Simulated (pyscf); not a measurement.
Structures and frequencies: ωB97X-D3(BJ)/def2-SVP in PySCF.

Estimate by transition-state theory the rate constant of H₂B–PH₂ + water (H₂O) → HO–BH–PH₂ + hydrogen (H₂) (singlet surface; B–H, H–O broken, B–O, H–H formed) at 1200 K, with ωB97M-D3(BJ)/def2-TZVP energies (ideal gas, 1 atm, RRHO with modes under 100 cm⁻¹ raised to 100, one conformer, R ln 2 for chiral ones without a mode under 150 cm⁻¹; no tunnelling).

The electronic barrier is 13.0 kcal/mol and the thermal terms add +42.8, so ΔG‡ = 55.8 kcal/mol. With k_BT/h = 2.50e+13 s⁻¹ and RT = 2.385 kcal/mol, and a volume of 1.64e-19 cm³ per molecule at 1 atm, k = 2.8e-16 cm³ molecule⁻¹ s⁻¹. Wigner's tunnelling factor for 1398i cm⁻¹ would be 1.12. A shift of 1 kcal/mol in the barrier changes k by a factor 1.5. On the reactant side the descent ends in an adduct with a B–O contact, 12.3 kcal/mol under the separated species and 25.9 kcal/mol under the saddle at ωB97X-D3(BJ)/def2-TZVP. What is counted as formed (B–O) is already present as a longer contact in the reactant adduct; forming that adduct is a step of its own. At the saddle there is also a short B–H contact that neither side keeps. One saddle was located; it need not be the lowest between these sides.
